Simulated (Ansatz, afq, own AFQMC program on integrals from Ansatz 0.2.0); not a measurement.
Integrals from Ansatz 0.2.0, then the random walk in our own AFQMC program (afq).

```yaml
crystal:
  periodic: [false, false, false]
  atoms:
    - {symbol: B, position_ang: [0.000000, 0.000000, 0.000000]}
    - {symbol: C, position_ang: [0.000000, 0.000000, 1.659000]}
basis:
  gaussian: {orbitals: 6-31G}
magnetization: {spin_polarized: false, initial_magnetization: 1}
correlation: {method: ccsd_t, electrons: outside_noble_gas, hamiltonian_folder: ham}
```

```sh
$ ansatz run in.yaml --threads 1 --pin off --events-out ev --progress --plain --max-ram 24576MiB --backend cuda --devices 0, --max-vram 18GiB
```

afq runs on the folder ham with

```
--method phaseless --trial hf --walkers 4000 --populations 20 --least-time 40 --time-step 0.005 --steps-per-block 20 --equilibration-blocks 112 --max-blocks 4000 --target-error 0.0008 --factor-cut 1e-05 --start spin_pure --seed 6254 --taylor-order 6
```

Times are imaginary, in 1/Eh. The walk had a cap of 49 s. With eight or more populations the least sampling time is a fifth of least-time, and the error comes from their spread.

afq prints:

```
orbitals 16  electrons 4 3  factors 95 of 253
reference energy -62.17239287 Eh
CCSD correlation -0.19347986 Eh in 20 cycles, weight of the determinant in the CISD state 0.7157
energy of the start -62.172393 Eh
 block  time / (1/Eh)  mean weight  energy / Eh
     1     0.100  1.0004  -62.193055
     2     0.200  1.0007  -62.210811
     3     0.300  1.0008  -62.224525
     4     0.400  1.0007  -62.238843
     5     0.500  1.0005  -62.250860
     8     0.800  1.0007  -62.279158
    16     1.600  1.0004  -62.327166
    61     6.100  0.9996  -62.358018
   106    10.600  0.9999  -62.356063
   151    15.100  1.0000  -62.352740
   196    19.600  0.9999  -62.360765
   241    24.100  0.9997  -62.346118
   286    28.600  1.0001  -62.348925
   301    30.100  0.9998  -62.335183
   331    33.100  0.9999  -62.364118
   376    37.600  1.0001  -62.343686
   421    42.100  0.9999  -62.347889
   466    46.600  1.0002  -62.356031
   511    51.100  0.9996  -62.346209
   556    55.600  1.0000  -62.350092
   601    60.100  1.0001  -62.352615
   616    61.600  1.0003  -62.349135
error from the spread of 20 populations
energy -62.348365 +/- 0.000791 Eh
(rows thinned)
```

The run passed its tests (sampling time, drift between the halves within three errors, error under three times the target), which doesn't prove that it has relaxed.

Against this walk (error 21.5 meV) on the same determinant: CCSD(T) 886.2 meV lower, CCSDT(Q) 973.1 meV lower, CCSDTQ 961.6 meV lower, full CI (a separate run on its own orbitals, whose frozen core shifts it by up to a few meV) 970.7 meV lower. The error is statistical and leaves out the bias of the constraint. Full CI is exact here, so the walk's 971 meV above it is the walk's own error: the bias of the constraint with this trial. It lies above even CCSD, by 476 meV. The determinant is a poor start (see the cautions), so the low cluster orders aren't to be relied on, and full CI is the sure value.

Cautions: constraint bias not in the error; a spin-contaminated unrestricted determinant lies lower (UHF 2.72 eV lower, ⟨S²⟩ 2.36); the search met a lower determinant of the same kind, perhaps of another symmetry (1.28 eV lower), and this one is a saddle point; strong correlation (T1 0.087, weight of the determinant 0.72, largest double 0.27); (T) is large, 8 % of the CCSD correlation; CCSD(T) is in doubt: in a space of 7 electrons in 8 natural orbitals full CI lies 87 meV below it; in a space of 7 electrons in 8 natural orbitals full CI finds another state of this spin 7 meV below the state of CCSD(T); CCSDTQ on the UHF determinant differs (506 meV higher), so the two series follow different states; full CI with its own frozen core; a state of higher spin lies lower (by 819 meV).

The walk took 46 s on 1 × NVIDIA H100 80GB HBM3 with 2 threads of AMD EPYC 7R13 Processor (Zen 3), on a shared host (the card was shared). The log's last line is the phaseless energy.

CCSDT and higher add their correlation energy to the determinant of the CCSD(T) run, since their own runs factorise the integrals more tightly (a shift of under 2 meV). A walk keeps the symmetry of its determinant, which the program's search chose and which needn't be the lowest solution, so a lower state of the same spin and another symmetry isn't excluded.
